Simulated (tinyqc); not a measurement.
The integration grid: Kohn-Sham B3LYP on finer and finer grids in the sto-3g basis, for CH3, spin multiplicity 2. Computed by the program tinyqc with PySCF. 

Geometry (angstrom):
```
atom        x        y       z
C      0.0000   0.0000  0.0360
H      1.0840   0.0000  0.0000
H     -0.5420   0.9390  0.0000
H     -0.5420  -0.9390  0.0000
```

Self-consistent on each grid; the net force on the molecule should vanish.

Kohn-Sham energy on Becke grids (radial x angular points per atom):
```
grid       points  residual of the electron count  E (hartree)  E - finest (mhartree)  largest net force without grid terms (hartree/bohr)
10 x 14       553                       -2.05e-02    -39.31858               25.52825                                             7.04e-04
15 x 26      1550                        1.64e-04    -39.34735               -3.24426                                             1.58e-03
20 x 50      3984                       -8.87e-04    -39.34415               -0.04327                                             1.91e-04
30 x 86     10295                        1.02e-04    -39.34414               -0.03628                                             4.97e-04
50 x 194    38763                        1.37e-05    -39.34411               -0.00241                                             5.99e-06
75 x 302    90480                       -1.60e-07    -39.34410                0.00000                                             3.39e-07
120 x 590  282766                        1.28e-09    -39.34410                0.00000                                             1.00e-07
```

The energy is within 0.1 mhartree of the finest grid first at 20 x 50. The error has both signs, since quadrature is not variational. The electron count and the net force are cheap signs of a poor grid.
